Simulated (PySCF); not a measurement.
vinyl fluoride: removing and adding an electron

System: vinyl fluoride, `C=CF` (C2H3F). Numbering: `[CH2:1]=[CH:2][F:3]`

These are calculated values, ωB97X-D3(BJ)/ma-def2-TZVP in PySCF (grid level 2) at geometries from PBE0-D3(BJ)/ma-def2-SVP. ωB97X-D3(BJ) is ωB97X-V with D3(BJ) in place of VV10. Zero-point and thermal terms (298.15 K, 1 bar) come from unscaled PBE0-D3(BJ)/ma-def2-SVP harmonic frequencies, with soft modes damped to free rotors in the entropy.

Frontier levels of the parent: HOMO -10.20 eV, LUMO 1.35 eV.

Oxidation to the radical cation:
* Vertical ionisation energy (electronic): 10.44 eV
* Adiabatic ionisation energy (with zero-point energy): 10.15 eV
* Adiabatic, electronic part: 10.17 eV
* Vertical gap at the product's structure: 9.78 eV
* Inner reorganisation energy (four-point): 659 meV
* Relaxation of product / of parent: 267 / 392 meV
* ⟨S²⟩ of the product: 0.752
* Largest spin populations: C1 0.62, C2 0.29, F3 0.13
* Largest changes of atomic charge: C1 0.30, C2 0.23, F3 0.20, H (on C2) 0.09
* Distances that move most (Å): C1–C2 1.326 → 1.411; C2–F3 1.336 → 1.261; C2–H 1.094 → 1.102; C1–H 1.092 → 1.098
* Potential in DMF: 7.28 V absolute, 2.74 V against Fc+/Fc computed at 4.54 V (solvation -10 → -284 kJ/mol)

Vertical electron affinity to the radical anion: -1.23 eV. The extra electron is not bound at this structure, the number hangs on the basis, and the ion was not relaxed.

Solvents are IEF-PCM continua (electrostatics only, gas-phase structures); absolute potentials refer to an electron at rest in vacuum. Fc+/Fc in DMF, 4.54 V, is ωB97X-D3(BJ)/ma-def2-TZVP on PBE0-D3(BJ)/def2-SVP structures with GFN2-xTB thermal terms. Benchmark calculations put it near 5.0 V in acetonitrile and DMSO, so it is about 0.5 V low, and the value against it can read up to that much too high.

Measured values (NIST Chemistry WebBook, evaluated or the median of agreeing entries): vertical ionisation energy 10.60 eV (computed 10.44, difference -0.16); adiabatic ionisation energy 10.36 eV (computed 10.15, difference -0.21).
